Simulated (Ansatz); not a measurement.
The same path of CH$_{6}$AlSi (9 atoms, charge 1, multiplicity 1) was run twice with different band settings. The coordinate that changes most is the dihedral H5–C1–Si2–Al3.

Computed with RKS PBE0-D4/def2-SVP in Ansatz 0.2.0.

Relaxed end points:

```xyz
9
Properties=species:S:1:pos:R:3
C -0.596 1.421 -0.625
Si 0.238 -0.216 -0.567
Al 0.586 -1.741 1.424
H 0.116 2.164 -1.035
H -0.987 1.772 0.338
H -1.418 1.367 -1.365
H 0.731 -0.588 -1.929
H 1.944 -1.437 2.156
H -0.613 -2.742 1.602
```

```xyz
9
Properties=species:S:1:pos:R:3
C -0.622 1.406 -0.635
Si 0.384 -0.127 -0.509
Al 0.481 -1.805 1.382
H -1.266 1.323 -1.532
H 0.052 2.260 -0.837
H -1.243 1.621 0.245
H 1.208 -0.299 -1.746
H 1.606 -1.444 2.420
H -0.599 -2.935 1.211
```

Common settings: movable images 5; climbing image yes; spring 5.0 eV/Å²; optimiser quadratic models (default); start path through a guess of the saddle point; iteration limit 60; end points relaxed.

| run | force threshold |
| --- | --- |
| 1 | 0.05 eV/Å |
| 2 | 0.2 eV/Å |

**Question.** What does each run give, and how far can it be trusted?

**Answer.** Run 1: converged after 26 iterations, highest image 0.024 eV above the first end. A vibrational analysis at the climbing image gives one clearly imaginary mode, 113i cm⁻¹: a first-order saddle point.
Run 2: converged after 6 iterations, highest image 0.107 eV above the first end. The threshold of 0.2 eV/Å is loose, so the images may lie well off the minimum-energy path. The order of the point at the top wasn't checked. Another band between the same ends, with other settings, climbed to 0.024 eV only, so this figure is probably too high.
